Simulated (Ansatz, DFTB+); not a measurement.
**Relative energies of C2H3N isomers**

2 of its isomers, all singlets with charge 0: A = isocyanomethane `[C-]#[N+]C`; B = acetonitrile `CC#N`.

Shapes, held fixed at every level: PBE0-D4/def2-TZVP. Programs: Ansatz 0.2.0, DFTB+ 25.1.

Enthalpies at 298 K in kJ/mol, with harmonic thermal terms from PBE0-D4/def2-TZVP. Measured gas-phase heats of formation: A CRC Handbook of Chemistry and Physics; B CRC Handbook of Chemistry and Physics.

Question: Which isomer should be the most stable, and roughly by how much?

Answer: B < A in rising energy, over a span of 90 kJ/mol, by experiment. All levels agree on that. Absolute errors: CCSD(T)/def2-SVP 8.1; B3LYP-D4/def2-TZVPP 8.6; PBE0-D4/def2-TZVPP 11.5; CCSD(T)/CBS estimate 11.6; SPW92/def2-TZVPP 13.6; r2SCAN-D4/def2-TZVPP 14.6; PBE-D4/def2-TZVPP 14.9; MP2/def2-TZVPP 23.5; DFTB1 41.9 kJ/mol. The CBS estimate extrapolates MP2 from def2-TZVPP and def2-QZVPP and adds CCSD(T) − MP2 in the triple-zeta set, cores frozen. DFTB1 strays far from the other rows.

```tsv
level	kind	B − A
DFTB1	semi-empirical	-47.6
SPW92/def2-TZVPP	LDA	-103.1
PBE-D4/def2-TZVPP	GGA	-104.4
r2SCAN-D4/def2-TZVPP	meta-GGA	-104.1
B3LYP-D4/def2-TZVPP	global hybrid	-98.1
PBE0-D4/def2-TZVPP	global hybrid	-101.0
MP2/def2-TZVPP	perturbation theory	-113.0
CCSD(T)/def2-SVP	coupled cluster or CI	-97.6
CCSD(T)/CBS estimate	coupled cluster or CI	-101.1
measured	experiment	-89.5
```
